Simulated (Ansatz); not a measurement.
Crystal: Ba2O5, cubic X2O5 type, 14 atoms in the cell.

Space group Pn-3m, simple cubic cell, positions in fractions of the edge: Ba (0 0 0), (0.5 0.5 0), (0.5 0 0.5), (0 0.5 0.5); O (0.5 0 0), (0 0.5 0), (0 0 0.5), (0.5 0.5 0.5), (0.75 0.75 0.25), (0.75 0.25 0.75), (0.25 0.75 0.75), (0.75 0.25 0.25), (0.25 0.75 0.25), (0.25 0.25 0.75).

Method: Ansatz 0.2.0 development build, PBE, plane waves, PAW datasets (generated soft set 1).

Cutoff 420 eV; k-mesh 18×18×18 Γ-centred; Fermi–Dirac smearing of 0.0612 eV; no spin polarisation; no spin–orbit coupling.

```csv
V (Å³/atom),a (Å),E − E(min) (meV/atom),P (GPa)
15.247,5.9764,12.27,4.31
15.572,6.0185,5.20,2.70
15.896,6.0600,1.21,1.26
16.221,6.1010,0.00,-0.04
16.545,6.1414,1.28,-1.21
```

Problem. Fit a third-order Birch–Murnaghan equation of state to the energies.

Solution. V₀ = 16.210 Å³/atom (a₀ = 6.100 Å), B₀ = 61.6 GPa, B₀′ = 4.36.

The published all-electron PBE values for this crystal (mean of FLEUR and WIEN2k, k-spacing 0.06 Å⁻¹; Bosoni et al., Nat. Rev. Phys. 6, 45 (2024)) are V₀ = 16.229 Å³/atom, B₀ = 61.7 GPa, B₀′ = 4.34.

The stress includes the program's correction for the finite plane-wave basis.

This cubic structure is a model: it isn't the usual form of the substance at ambient conditions, and such phases are metastable or hypothetical. Spin polarisation is left out, and a magnetic state may lie lower.
